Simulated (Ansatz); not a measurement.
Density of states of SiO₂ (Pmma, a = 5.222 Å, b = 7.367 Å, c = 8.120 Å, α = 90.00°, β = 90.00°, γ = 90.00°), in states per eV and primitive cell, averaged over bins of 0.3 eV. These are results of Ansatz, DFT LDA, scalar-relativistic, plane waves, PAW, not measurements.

Plane waves to 420 eV, a k mesh through Γ of 4×4×4 on the computed 18-atom cell and Gaussian smearing (0.02 eV); no spin polarisation.

The cell is relaxed at this level. The states (both spins) are summed by tetrahedra on a 6×6×6 mesh at the self-consistent density. Energies are bin centres; the table starts no lower than −8 eV and ends at 6 eV, or lower where the solved bands end.

The gap is 5.42 eV at this level, with the zero inside it.

| E − E_F (eV) | total | O 2p | Si 3p | O 2s | Si 3s |
| --- | --- | --- | --- | --- | --- |
| -7.90 | 10.04 | 8.07 | 1.81 | 0.02 | 0.02 |
| -7.60 | 0.00 | 0.00 | 0.00 | 0.00 | 0.00 |
| -7.30 | 0.00 | 0.00 | 0.00 | 0.00 | 0.00 |
| -7.00 | 0.00 | 0.00 | 0.00 | 0.00 | 0.00 |
| -6.70 | 0.00 | 0.00 | 0.00 | 0.00 | 0.00 |
| -6.40 | 5.59 | 4.37 | 0.70 | 0.40 | 0.02 |
| -6.10 | 7.75 | 6.28 | 0.83 | 0.47 | 0.02 |
| -5.80 | 10.16 | 8.60 | 0.93 | 0.41 | 0.02 |
| -5.50 | 12.45 | 11.00 | 0.84 | 0.32 | 0.02 |
| -5.20 | 17.35 | 16.04 | 0.69 | 0.22 | 0.01 |
| -4.90 | 16.83 | 15.49 | 0.81 | 0.18 | 0.01 |
| -4.60 | 20.98 | 19.58 | 0.75 | 0.22 | 0.01 |
| -4.30 | 16.63 | 15.63 | 0.46 | 0.21 | 0.01 |
| -4.00 | 8.92 | 8.42 | 0.25 | 0.09 | 0.01 |
| -3.70 | 11.32 | 10.80 | 0.26 | 0.09 | 0.01 |
| -3.40 | 12.75 | 12.29 | 0.22 | 0.08 | 0.00 |
| -3.10 | 14.23 | 13.95 | 0.10 | 0.06 | 0.00 |
| -2.80 | 5.04 | 4.98 | 0.02 | 0.01 | 0.00 |
| -2.50 | 0.00 | 0.00 | 0.00 | 0.00 | 0.00 |
| -2.20 | 0.00 | 0.00 | 0.00 | 0.00 | 0.00 |
| -1.90 | 0.00 | 0.00 | 0.00 | 0.00 | 0.00 |
| -1.60 | 0.00 | 0.00 | 0.00 | 0.00 | 0.00 |
| -1.30 | 0.00 | 0.00 | 0.00 | 0.00 | 0.00 |
| -1.00 | 0.00 | 0.00 | 0.00 | 0.00 | 0.00 |
| -0.70 | 0.00 | 0.00 | 0.00 | 0.00 | 0.00 |
| -0.40 | 0.00 | 0.00 | 0.00 | 0.00 | 0.00 |
| -0.10 | 0.00 | 0.00 | 0.00 | 0.00 | 0.00 |
| 0.20 | 0.00 | 0.00 | 0.00 | 0.00 | 0.00 |
| 0.50 | 0.00 | 0.00 | 0.00 | 0.00 | 0.00 |
| 0.80 | 0.00 | 0.00 | 0.00 | 0.00 | 0.00 |
| 1.10 | 0.00 | 0.00 | 0.00 | 0.00 | 0.00 |
| 1.40 | 0.00 | 0.00 | 0.00 | 0.00 | 0.00 |
| 1.70 | 0.00 | 0.00 | 0.00 | 0.00 | 0.00 |
| 2.00 | 0.00 | 0.00 | 0.00 | 0.00 | 0.00 |
| 2.30 | 0.00 | 0.00 | 0.00 | 0.00 | 0.00 |
| 2.60 | 0.00 | 0.00 | 0.00 | 0.00 | 0.00 |
| 2.90 | 0.34 | 0.01 | 0.03 | 0.05 | 0.13 |
| 3.20 | 0.84 | 0.03 | 0.12 | 0.14 | 0.28 |
| 3.50 | 1.20 | 0.06 | 0.24 | 0.19 | 0.35 |
| 3.80 | 1.35 | 0.08 | 0.33 | 0.21 | 0.34 |
| 4.10 | 1.77 | 0.10 | 0.52 | 0.27 | 0.38 |
| 4.40 | 2.29 | 0.14 | 0.74 | 0.35 | 0.45 |
| 4.70 | 2.79 | 0.19 | 0.98 | 0.41 | 0.47 |
| 5.00 | 3.51 | 0.26 | 1.34 | 0.48 | 0.46 |
| 5.30 | 4.26 | 0.33 | 1.73 | 0.52 | 0.40 |
| 5.60 | 6.17 | 0.43 | 2.55 | 0.80 | 0.67 |

The columns after the total are the Löwdin projections on the occupied valence shells of the potentials. The rest of the total lies in shells that are empty in the free atom, which aren't projected, and between the atoms.

This form isn't the usual stable structure of the compound.

Cost: 1 run of about 7.8 core-minutes, on Intel Xeon Processor @ 2.50GHz (Skylake/Cascade Lake) (shared hosts).